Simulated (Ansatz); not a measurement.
Relaxation of ClH$_{3}$Si (5 atoms, charge 0, multiplicity 1), to a largest force component of 0.02 eV/Å in at most 40 steps.

Theory: Ansatz 0.2.0, RKS r2SCAN-D4/def2-SVP.

```xyz
5
Properties=species:S:1:pos:R:3
Si 0.000 0.000 0.000
H 0.000 0.000 1.460
Cl 2.009 0.000 -0.709
H -0.688 1.191 -0.486
H -0.688 -1.191 -0.486
```

Task: Where does it end, and by what steps?

Result: It converged. After 3 steps the energy has fallen by 0.055 eV; Cl3 moved furthest, 0.05 Å.

```json
{"step": "0", "energy less start (eV)": "0.0000", "largest force component (eV/Å)": "1.176", "accepted": "yes"}
{"step": "1", "energy less start (eV)": "-0.0487", "largest force component (eV/Å)": "0.452", "accepted": "yes"}
{"step": "2", "energy less start (eV)": "-0.0550", "largest force component (eV/Å)": "0.058", "accepted": "yes"}
{"step": "3", "energy less start (eV)": "-0.0551", "largest force component (eV/Å)": "0.002", "accepted": "yes"}
```

```xyz
5
Properties=species:S:1:pos:R:3
Si 0.009 0.000 -0.003
H 0.023 0.000 1.485
Cl 1.962 0.000 -0.693
H -0.680 1.219 -0.506
H -0.680 -1.219 -0.506
```

Whether the end is a true minimum wasn't checked by a vibrational analysis.

Run time: 9.6 s on 1 thread of Arm Neoverse V1, on a shared host, peak memory 0.12 GiB.
